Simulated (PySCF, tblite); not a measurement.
**trichlorofluoromethane (CCl3F): dynamics, then NMR shifts and electronic excitations on frames, part 1 of 2**

Aim: move trichlorofluoromethane (CCl3F) (`FC(Cl)(Cl)Cl`) away from its starting geometry and see how NMR shifts and electronic excitations follow the geometry.

Computed with tblite 0.8.0 and PySCF 2.14.0, with density-fitted response routines of our own, on a single molecule in the gas phase. Atoms are numbered from 0 throughout.

## Step 1: Starting geometry

5 atoms, charge 0, multiplicity 1; geometry from: GFN2-xTB.

Bonds of the start (Å): F0–C1 1.34, C1–Cl2 1.77, C1–Cl3 1.77, C1–Cl4 1.77.

## Step 2: Dynamics with GFN2-xTB

What the job is given:

```
{"job": {"kind": "md", "xc": "GFN2-xTB", "basis": "xTB", "temperature": 200, "steps": 2000, "every": 50, "frames": 5}, "charge": 0, "multiplicity": 1}
F      0.060305    -0.141039     1.396058
C      0.004642    -0.006315     0.066724
Cl    -0.457934     1.660563    -0.312646
Cl     1.602752    -0.370613    -0.603874
Cl    -1.201142    -1.139743    -0.563447
```

Method: GFN2-xTB Langevin dynamics, gas phase.

On the command line:

```bash
OMP_NUM_THREADS=1 python probes_run.py task.json out
```

The driver reads the jobs from task.json and runs them one after another.

Output:

```text
t/fs     T/K      E/eV
    0.0    77.6   -557.92067
   25.0   156.3   -557.87692
   50.0   200.4   -557.88473
   75.0    90.8   -557.85435
  100.0   220.4   -557.87146
  125.0   113.5   -557.83771
  150.0   100.4   -557.84739
  175.0   119.3   -557.85072
  200.0    74.4   -557.83904
  225.0   180.0   -557.89501
  250.0    70.8   -557.87160
  275.0    38.4   -557.87022
  300.0    88.7   -557.89944
  325.0    77.2   -557.86956
  350.0   117.1   -557.88235
  375.0    88.1   -557.82990
  400.0   211.1   -557.86422
  425.0   195.2   -557.82742
  450.0   182.6   -557.84846
  475.0   164.4   -557.80601
  500.0   192.2   -557.84890
  525.0   203.1   -557.85384
  550.0   212.2   -557.87801
  575.0   232.3   -557.88664
  600.0   265.5   -557.88061
  625.0   272.0   -557.89747
  650.0   206.2   -557.87898
  675.0   218.7   -557.88846
  700.0   250.2   -557.87962
  725.0   171.2   -557.83276
  750.0   232.9   -557.85122
  775.0   206.3   -557.87460
  800.0    66.8   -557.87298
  825.0   110.9   -557.81492
  850.0   214.7   -557.87146
  875.0   209.7   -557.82930
  900.0   134.6   -557.78017
  925.0   250.0   -557.84598
  950.0   159.6   -557.85456
  975.0   222.1   -557.88474
 1000.0   250.8   -557.85674
```

It took 28 s on 1 thread of AMD EPYC, shared host; peak memory 0.18 GiB.

Distance from the start (root mean square after alignment): 0 fs 0.00 Å, 200 fs 0.06 Å, 400 fs 0.04 Å, 600 fs 0.04 Å, 800 fs 0.03 Å, 1000 fs 0.06 Å.

Positions (Å) and forces (eV/Å) at 1000 fs:

```xyz
5

F    -0.438    0.076    0.999    0.588    0.139   -0.128
C    -0.178   -0.250   -0.292   -0.671   -0.186    0.644
Cl   -1.377    0.648   -1.222   -0.079   -0.038   -0.370
Cl    1.441    0.122   -0.789    0.361    0.334    0.087
Cl   -0.397   -2.004   -0.372   -0.199   -0.249   -0.234
```

## Step 3: Nuclear shieldings: 250 fs, PBE0/pcSseg-1

What the job is given:

```
{"job": {"kind": "nmr", "xc": "PBE0", "basis": "pcSseg-1", "pop": false}, "charge": 0, "multiplicity": 1}
F     -0.230300     0.061200     1.335100
C     -0.179000     0.078400    -0.000500
Cl    -0.635700     1.742800    -0.475000
Cl     1.416600    -0.376600    -0.507200
Cl    -1.328300    -1.070700    -0.756900
```

Level: GIAO PBE0/pcSseg-1 NMR shielding, non-relativistic, gas phase.

Output:

```text
coarse grid: 7048 points
cycle   1  E = -1517.6845897893  dE =  7.758e-01  |g| = 7.992e-01  |ddm| = 2.189e+00
cycle   2  E = -1517.3420277491  dE =  3.426e-01  |g| = 1.576e+00  |ddm| = 1.474e+00
cycle   3  E = -1517.8280830686  dE = -4.861e-01  |g| = 5.908e-02  |ddm| = 9.735e-01
cycle   4  E = -1517.8282865071  dE = -2.034e-04  |g| = 4.244e-02  |ddm| = 5.816e-02
cycle   5  E = -1517.8286326450  dE = -3.461e-04  |g| = 7.261e-03  |ddm| = 3.585e-02
cycle   6  E = -1517.8286416012  dE = -8.956e-06  |g| = 1.110e-03  |ddm| = 6.259e-03
final grid: 58056 points
cycle   7  E = -1517.8610884426  dE = -2.663e-05  |g| = 4.930e-03  |ddm| = 1.330e-02
cycle   8  E = -1517.8610847861  dE =  3.657e-06  |g| = 5.857e-03  |ddm| = 6.269e-03
cycle   9  E = -1517.8610914482  dE = -6.662e-06  |g| = 1.491e-03  |ddm| = 4.587e-03
cycle  10  E = -1517.8610918609  dE = -4.127e-07  |g| = 1.211e-04  |ddm| = 1.177e-03
cycle  11  E = -1517.8610918631  dE = -2.240e-09  |g| = 6.783e-05  |ddm| = 1.505e-04
cycle  12  E = -1517.8610918639  dE = -7.537e-10  |g| = 7.136e-06  |ddm| = 4.419e-05
converged SCF energy = -1517.8610918639

GIAO shielding tensors (ppm)
atom      isotropic    diamagn.    paramagn.     s11        s22        s33       span
  0 F      170.921     471.764    -300.843    141.951    157.084    213.728     71.776
  1 C       39.190     236.561    -197.371     30.724     36.250     50.597     19.873
  2 Cl     363.206    1143.888    -780.683     36.476     86.627    966.514    930.038
  3 Cl     423.039    1144.134    -721.095    134.838    207.033    927.246    792.408
  4 Cl     347.874    1143.859    -795.985     -9.611     97.259    955.974    965.585
```

Run time: 12 s. Hardware: 1 thread of AMD EPYC, shared host; peak memory 0.45 GiB.

Shifts follow as δ = σ(reference) − σ, with reference shieldings (ppm) from runs at the same level and on the same kind of geometry: ¹³C TMS 186.9, ¹⁹F CFCl3 170.9, ³⁵Cl HCl 950. The references are single molecules in the gas phase, so shifts against H2O, NH3, PH3, H3PO4 or CFCl3 are not on the usual liquid scales and can be off by tens of ppm. Each atom is listed at this fixed geometry, with no averaging over motion; a spectrum would average atoms that exchange fast.

```csv
atoms,environment,σ (ppm),δ (ppm)
C1,fully substituted sp3 carbon bonded to 3 Cl and F,39.2,147.7
F0,fluorine on an sp3 carbon,170.9,0.0
Cl4,chlorine bonded to C,348,602
Cl2,chlorine bonded to C,363,587
Cl3,chlorine bonded to C,423,527
```

## Step 4: Excited states and response: 250 fs, PBE0/def2-SVPD

What the job is given:

```
{"job": {"kind": "uv", "xc": "PBE0", "basis": "def2-SVPD", "nstates": 5, "ntriplets": 0}, "charge": 0, "multiplicity": 1}
F     -0.230300     0.061200     1.335100
C     -0.179000     0.078400    -0.000500
Cl    -0.635700     1.742800    -0.475000
Cl     1.416600    -0.376600    -0.507200
Cl    -1.328300    -1.070700    -0.756900
```

Method: TDDFT PBE0/def2-SVPD, vertical, gas phase, core orbitals frozen in the response.

Output:

```text
coarse grid: 7048 points
cycle   1  E = -1517.1402144907  dE =  7.288e-01  |g| = 7.513e-01  |ddm| = 2.979e+00
cycle   2  E = -1516.8250378960  dE =  3.152e-01  |g| = 1.469e+00  |ddm| = 2.041e+00
cycle   3  E = -1517.2711215171  dE = -4.461e-01  |g| = 4.902e-02  |ddm| = 1.416e+00
cycle   4  E = -1517.2712028609  dE = -8.134e-05  |g| = 4.179e-02  |ddm| = 9.593e-02
cycle   5  E = -1517.2715717400  dE = -3.689e-04  |g| = 8.218e-03  |ddm| = 4.507e-02
cycle   6  E = -1517.2715844353  dE = -1.270e-05  |g| = 9.747e-04  |ddm| = 9.595e-03
cycle   7  E = -1517.2715846705  dE = -2.352e-07  |g| = 2.307e-04  |ddm| = 2.093e-03
final grid: 58056 points
cycle   8  E = -1517.4246220775  dE = -1.172e-05  |g| = 4.038e-03  |ddm| = 2.299e-02
cycle   9  E = -1517.4246176204  dE =  4.457e-06  |g| = 6.306e-03  |ddm| = 9.941e-03
cycle  10  E = -1517.4246255395  dE = -7.919e-06  |g| = 5.486e-04  |ddm| = 5.734e-03
cycle  11  E = -1517.4246256038  dE = -6.433e-08  |g| = 1.695e-04  |ddm| = 8.894e-04
cycle  12  E = -1517.4246256099  dE = -6.072e-09  |g| = 4.142e-05  |ddm| = 2.017e-04
cycle  13  E = -1517.4246256103  dE = -3.404e-10  |g| = 6.661e-06  |ddm| = 4.476e-05
converged SCF energy = -1517.4246256103

Static polarisability (au): isotropic 56.595, principal 47.059 60.558 62.168

Singlet excitations
state   eV       nm        f      main configurations
  1   6.1709    200.9   0.00059   H->L 0.98
  2   6.5595    189.0   0.01185   H-1->L 0.93
  3   6.6800    185.6   0.01149   H-2->L 0.93
  4   7.2035    172.1   0.01175   H->L+1 0.69, H-4->L 0.13, H-3->L 0.11
  5   7.4328    166.8   0.01083   H-3->L 0.52, H-1->L+1 0.16, H->L+1 0.12
```

It took 13 s on 1 thread of AMD EPYC, shared host; peak memory 0.52 GiB.

The orbitals next to the gap, with their largest atomic shares:

```csv
orbital,eV,atoms
HOMO−3,-10.48,"Cl2 32 %, Cl3 32 %, Cl4 20 %"
HOMO−2,-9.71,"Cl2 44 %, Cl3 40 %, Cl4 7 %"
HOMO−1,-9.60,"Cl4 48 %, Cl2 31 %, Cl3 16 %"
HOMO,-9.24,"Cl4 42 %, Cl2 31 %, Cl3 27 %"
LUMO,-1.47,"Cl2 28 %, Cl4 26 %, C1 24 %"
LUMO+1,-0.40,"C1 34 %, Cl4 32 %, Cl2 20 %"
LUMO+2,0.00,"Cl3 44 %, C1 31 %, Cl2 14 %"
```

With each of the 5 states as a Gaussian band of 0.4 eV half-width at 1/e, the curve within the window shown has maxima at 185 nm (ε 1,000), 171 nm (ε 910) L/(mol cm). Beyond the last state computed it falls off for lack of states. The curve at chosen wavelengths:

nm, ε (L/mol/cm) and a bar:
```
      160        333 ##########
      162        486 ##############
      165        711 #####################
      167        824 #########################
      170        906 ###########################
      172        911 ###########################
      175        892 ###########################
      177        893 ###########################
      180        930 ############################
      182        969 #############################
      185       1006 ##############################
      187        994 ##############################
      190        903 ###########################
      192        803 ########################
      195        620 ##################
      197        496 ###############
      200        331 ##########
      202        243 #######
      205        145 ####
      207        100 ###
      210         55 ##
      212         36 #
      215         19 
      217         12 
      220          6 
      222          4
```

Further results of this job:

| property | computed |
| --- | --- |
| dipole moment (D) | 0.43 |
| polarisability (Å³) | 8.39 |
| HOMO–LUMO gap (eV) | 7.77 |
| −ε(HOMO) (eV) | 9.24 |

## Step 5: Shielding tensors: 425 fs, PBE0/pcSseg-1

What the job is given:

```
{"job": {"kind": "nmr", "xc": "PBE0", "basis": "pcSseg-1", "pop": false}, "charge": 0, "multiplicity": 1}
F     -0.423200     0.043300     1.244200
C     -0.281300     0.054500    -0.129900
Cl    -0.804500     1.609100    -0.599300
Cl     1.411600    -0.367200    -0.489800
Cl    -1.375500    -1.208900    -0.800400
```

With the program's defaults for keys left out, this is: GIAO PBE0/pcSseg-1 NMR shielding, non-relativistic, gas phase.

Output:

```text
coarse grid: 7048 points
cycle   1  E = -1517.6787084886  dE =  7.499e-01  |g| = 8.105e-01  |ddm| = 2.203e+00
cycle   2  E = -1517.3157114243  dE =  3.630e-01  |g| = 1.628e+00  |ddm| = 1.490e+00
cycle   3  E = -1517.8248261349  dE = -5.091e-01  |g| = 5.533e-02  |ddm| = 9.865e-01
cycle   4  E = -1517.8251649734  dE = -3.388e-04  |g| = 2.961e-02  |ddm| = 4.772e-02
cycle   5  E = -1517.8253418095  dE = -1.768e-04  |g| = 7.483e-03  |ddm| = 2.878e-02
cycle   6  E = -1517.8253511490  dE = -9.339e-06  |g| = 1.135e-03  |ddm| = 6.012e-03
final grid: 58056 points
cycle   7  E = -1517.8587810872  dE = -2.831e-05  |g| = 5.630e-03  |ddm| = 1.353e-02
cycle   8  E = -1517.8587747552  dE =  6.332e-06  |g| = 7.613e-03  |ddm| = 7.539e-03
cycle   9  E = -1517.8587856313  dE = -1.088e-05  |g| = 1.301e-03  |ddm| = 5.218e-03
cycle  10  E = -1517.8587859108  dE = -2.795e-07  |g| = 1.886e-04  |ddm| = 1.087e-03
cycle  11  E = -1517.8587859173  dE = -6.501e-09  |g| = 7.394e-05  |ddm| = 2.122e-04
cycle  12  E = -1517.8587859182  dE = -9.677e-10  |g| = 9.886e-06  |ddm| = 5.202e-05
converged SCF energy = -1517.8587859182

GIAO shielding tensors (ppm)
atom      isotropic    diamagn.    paramagn.     s11        s22        s33       span
  0 F      138.789     473.416    -334.627     85.701     94.677    235.989    150.288
  1 C       34.786     236.481    -201.696     28.916     32.608     42.833     13.918
  2 Cl     453.429    1143.806    -690.378    210.885    239.612    909.789    698.904
  3 Cl     383.596    1143.939    -760.343     67.020    127.013    956.754    889.735
  4 Cl     336.419    1143.726    -807.306    -24.358     67.801    965.815    990.172
```

It took 12 s on 1 thread of AMD EPYC, shared host; peak memory 0.46 GiB.

In short: δ C1 152.1, F0 32.2, Cl4 613, Cl3 566 ppm.

## Step 6: Ultraviolet spectrum: 425 fs, PBE0/def2-SVPD

What the job is given:

```
{"job": {"kind": "uv", "xc": "PBE0", "basis": "def2-SVPD", "nstates": 5, "ntriplets": 0}, "charge": 0, "multiplicity": 1}
F     -0.423200     0.043300     1.244200
C     -0.281300     0.054500    -0.129900
Cl    -0.804500     1.609100    -0.599300
Cl     1.411600    -0.367200    -0.489800
Cl    -1.375500    -1.208900    -0.800400
```

With the program's defaults for keys left out, this is: TDDFT PBE0/def2-SVPD, vertical, gas phase, core orbitals frozen in the response.

Output:

```text
coarse grid: 7048 points
cycle   1  E = -1517.1344355249  dE =  7.025e-01  |g| = 7.606e-01  |ddm| = 2.942e+00
cycle   2  E = -1516.8019188151  dE =  3.325e-01  |g| = 1.515e+00  |ddm| = 2.033e+00
cycle   3  E = -1517.2677346527  dE = -4.658e-01  |g| = 4.301e-02  |ddm| = 1.400e+00
cycle   4  E = -1517.2678857193  dE = -1.511e-04  |g| = 3.046e-02  |ddm| = 8.458e-02
cycle   5  E = -1517.2680944400  dE = -2.087e-04  |g| = 8.287e-03  |ddm| = 3.879e-02
cycle   6  E = -1517.2681067061  dE = -1.227e-05  |g| = 9.201e-04  |ddm| = 7.760e-03
cycle   7  E = -1517.2681069120  dE = -2.059e-07  |g| = 2.528e-04  |ddm| = 1.964e-03
final grid: 58056 points
cycle   8  E = -1517.4222557484  dE = -1.244e-05  |g| = 5.125e-03  |ddm| = 2.300e-02
cycle   9  E = -1517.4222478708  dE =  7.878e-06  |g| = 8.366e-03  |ddm| = 1.161e-02
cycle  10  E = -1517.4222610046  dE = -1.313e-05  |g| = 5.278e-04  |ddm| = 6.777e-03
cycle  11  E = -1517.4222610599  dE = -5.532e-08  |g| = 2.227e-04  |ddm| = 9.636e-04
cycle  12  E = -1517.4222610709  dE = -1.105e-08  |g| = 4.846e-05  |ddm| = 2.655e-04
cycle  13  E = -1517.4222610714  dE = -4.979e-10  |g| = 7.623e-06  |ddm| = 5.628e-05
converged SCF energy = -1517.4222610714

Static polarisability (au): isotropic 56.727, principal 46.997 60.997 62.186

Singlet excitations
state   eV       nm        f      main configurations
  1   6.1686    201.0   0.00116   H->L 0.98
  2   6.5305    189.9   0.01136   H-1->L 0.94
  3   6.7310    184.2   0.01153   H-2->L 0.95
  4   7.2175    171.8   0.01189   H->L+1 0.52, H-3->L 0.24, H-4->L 0.16
  5   7.4233    167.0   0.01561   H-3->L 0.48, H->L+1 0.22, H-1->L+1 0.12
```

Wall time 15 s (1 thread of AMD EPYC, shared host); peak memory 0.52 GiB.

Key values: HOMO -9.33 eV, LUMO -1.56 eV; lowest singlet 6.17 eV.

## Step 7: NMR shieldings: 625 fs, PBE0/pcSseg-1

What the job is given:

```
{"job": {"kind": "nmr", "xc": "PBE0", "basis": "pcSseg-1", "pop": false}, "charge": 0, "multiplicity": 1}
F     -0.310400    -0.039800     0.963500
C     -0.213100    -0.236500    -0.368000
Cl    -1.034900     1.126000    -1.164000
Cl     1.498400    -0.302000    -0.896900
Cl    -1.051600    -1.724000    -0.781000
```

With the program's defaults for keys left out, this is: GIAO PBE0/pcSseg-1 NMR shielding, non-relativistic, gas phase.

Output:

```text
coarse grid: 7048 points
cycle   1  E = -1517.6817738101  dE =  7.435e-01  |g| = 8.057e-01  |ddm| = 2.181e+00
cycle   2  E = -1517.3230584409  dE =  3.587e-01  |g| = 1.608e+00  |ddm| = 1.485e+00
cycle   3  E = -1517.8282151737  dE = -5.052e-01  |g| = 5.942e-02  |ddm| = 9.814e-01
cycle   4  E = -1517.8284807336  dE = -2.656e-04  |g| = 3.960e-02  |ddm| = 5.512e-02
cycle   5  E = -1517.8287846282  dE = -3.039e-04  |g| = 7.377e-03  |ddm| = 3.412e-02
cycle   6  E = -1517.8287937754  dE = -9.147e-06  |g| = 1.135e-03  |ddm| = 6.230e-03
final grid: 58056 points
cycle   7  E = -1517.8622444584  dE = -2.919e-05  |g| = 5.334e-03  |ddm| = 1.363e-02
cycle   8  E = -1517.8622397273  dE =  4.731e-06  |g| = 6.775e-03  |ddm| = 6.705e-03
cycle   9  E = -1517.8622482060  dE = -8.479e-06  |g| = 1.387e-03  |ddm| = 4.708e-03
cycle  10  E = -1517.8622485356  dE = -3.296e-07  |g| = 1.914e-04  |ddm| = 1.118e-03
cycle  11  E = -1517.8622485425  dE = -6.896e-09  |g| = 6.906e-05  |ddm| = 2.093e-04
cycle  12  E = -1517.8622485433  dE = -8.424e-10  |g| = 9.091e-06  |ddm| = 4.768e-05
converged SCF energy = -1517.8622485433

GIAO shielding tensors (ppm)
atom      isotropic    diamagn.    paramagn.     s11        s22        s33       span
  0 F      165.529     472.799    -307.270    134.028    142.245    220.314     86.286
  1 C       36.820     234.904    -198.084     32.243     36.687     41.530      9.286
  2 Cl     361.365    1143.856    -782.491     45.729     85.123    953.242    907.513
  3 Cl     364.802    1143.787    -778.985     46.746     89.847    957.812    911.065
  4 Cl     394.108    1143.548    -749.440    101.620    142.635    938.068    836.448
```

Wall time 9.8 s (1 thread of AMD EPYC, shared host); peak memory 0.46 GiB.

Key values: δ C1 150.1, F0 5.4, Cl2 588, Cl3 585 ppm.

## Step 8: Excited states and response: 625 fs, PBE0/def2-SVPD

What the job is given:

```
{"job": {"kind": "uv", "xc": "PBE0", "basis": "def2-SVPD", "nstates": 5, "ntriplets": 0}, "charge": 0, "multiplicity": 1}
F     -0.310400    -0.039800     0.963500
C     -0.213100    -0.236500    -0.368000
Cl    -1.034900     1.126000    -1.164000
Cl     1.498400    -0.302000    -0.896900
Cl    -1.051600    -1.724000    -0.781000
```

With the program's defaults for keys left out, this is: TDDFT PBE0/def2-SVPD, vertical, gas phase, core orbitals frozen in the response.

Output:

```text
coarse grid: 7048 points
cycle   1  E = -1517.1376637163  dE =  6.963e-01  |g| = 7.575e-01  |ddm| = 2.962e+00
cycle   2  E = -1516.8079179517  dE =  3.297e-01  |g| = 1.498e+00  |ddm| = 2.045e+00
cycle   3  E = -1517.2713038570  dE = -4.634e-01  |g| = 4.817e-02  |ddm| = 1.422e+00
cycle   4  E = -1517.2714001580  dE = -9.630e-05  |g| = 3.984e-02  |ddm| = 9.356e-02
cycle   5  E = -1517.2717394990  dE = -3.393e-04  |g| = 8.321e-03  |ddm| = 4.386e-02
cycle   6  E = -1517.2717523021  dE = -1.280e-05  |g| = 9.799e-04  |ddm| = 9.258e-03
cycle   7  E = -1517.2717525394  dE = -2.373e-07  |g| = 2.352e-04  |ddm| = 2.128e-03
final grid: 58056 points
cycle   8  E = -1517.4256800229  dE = -1.298e-05  |g| = 4.804e-03  |ddm| = 2.232e-02
cycle   9  E = -1517.4256736591  dE =  6.364e-06  |g| = 7.644e-03  |ddm| = 1.088e-02
cycle  10  E = -1517.4256846355  dE = -1.098e-05  |g| = 5.483e-04  |ddm| = 6.308e-03
cycle  11  E = -1517.4256846955  dE = -5.996e-08  |g| = 2.181e-04  |ddm| = 9.457e-04
cycle  12  E = -1517.4256847062  dE = -1.070e-08  |g| = 4.322e-05  |ddm| = 2.581e-04
cycle  13  E = -1517.4256847066  dE = -3.929e-10  |g| = 7.330e-06  |ddm| = 4.881e-05
converged SCF energy = -1517.4256847066

Static polarisability (au): isotropic 56.749, principal 47.353 60.941 61.952

Singlet excitations
state   eV       nm        f      main configurations
  1   6.1677    201.0   0.00017   H->L 0.98
  2   6.5712    188.7   0.01159   H-1->L 0.92
  3   6.6379    186.8   0.01261   H-2->L 0.91
  4   7.2773    170.4   0.01261   H->L+1 0.45, H-3->L 0.36, H-4->L 0.09
  5   7.4037    167.5   0.01848   H->L+2 0.27, H-3->L 0.25, H-4->L 0.23
```

Wall time 14 s (1 thread of AMD EPYC, shared host); peak memory 0.52 GiB.

Key values: HOMO -9.27 eV, LUMO -1.51 eV; lowest singlet 6.17 eV.

## Step 9: NMR shieldings: 800 fs, PBE0/pcSseg-1

What the job is given:

```
{"job": {"kind": "nmr", "xc": "PBE0", "basis": "pcSseg-1", "pop": false}, "charge": 0, "multiplicity": 1}
F     -0.155200    -0.233100     0.763800
C     -0.159800    -0.380400    -0.557900
Cl    -1.389300     0.672900    -1.190100
Cl     1.396900    -0.014100    -1.200800
Cl    -0.594300    -2.076800    -0.829300
```

Method: GIAO PBE0/pcSseg-1 NMR shielding, non-relativistic, gas phase.

Output:

```text
coarse grid: 7048 points
cycle   1  E = -1517.6963977536  dE =  8.662e-01  |g| = 7.784e-01  |ddm| = 2.229e+00
cycle   2  E = -1517.4088740725  dE =  2.875e-01  |g| = 1.476e+00  |ddm| = 1.406e+00
cycle   3  E = -1517.8284498752  dE = -4.196e-01  |g| = 5.081e-02  |ddm| = 9.267e-01
cycle   4  E = -1517.8285809494  dE = -1.311e-04  |g| = 3.758e-02  |ddm| = 5.736e-02
cycle   5  E = -1517.8288571051  dE = -2.762e-04  |g| = 7.389e-03  |ddm| = 3.378e-02
cycle   6  E = -1517.8288662314  dE = -9.126e-06  |g| = 1.022e-03  |ddm| = 6.137e-03
final grid: 58056 points
cycle   7  E = -1517.8617326447  dE = -2.816e-05  |g| = 4.898e-03  |ddm| = 1.369e-02
cycle   8  E = -1517.8617295899  dE =  3.055e-06  |g| = 5.619e-03  |ddm| = 6.180e-03
cycle   9  E = -1517.8617354922  dE = -5.902e-06  |g| = 1.452e-03  |ddm| = 4.415e-03
cycle  10  E = -1517.8617358766  dE = -3.844e-07  |g| = 1.280e-04  |ddm| = 1.149e-03
cycle  11  E = -1517.8617358793  dE = -2.670e-09  |g| = 6.351e-05  |ddm| = 1.539e-04
cycle  12  E = -1517.8617358799  dE = -6.662e-10  |g| = 8.139e-06  |ddm| = 4.460e-05
converged SCF energy = -1517.8617358799

GIAO shielding tensors (ppm)
atom      isotropic    diamagn.    paramagn.     s11        s22        s33       span
  0 F      176.641     474.277    -297.636    150.117    161.542    218.264     68.147
  1 C       45.936     233.998    -188.062     41.730     45.114     50.963      9.234
  2 Cl     432.074    1143.869    -711.794    155.249    193.500    947.473    792.224
  3 Cl     458.807    1143.871    -685.064    195.757    244.467    936.197    740.441
  4 Cl     387.636    1143.554    -755.918     86.189    106.873    969.846    883.658
```

Run time: 12 s. Hardware: 1 thread of AMD EPYC, shared host; peak memory 0.46 GiB.

Key values: δ C1 141.0, F0 -5.7, Cl4 562, Cl2 518 ppm.

(Continued in part 2 of 2.)
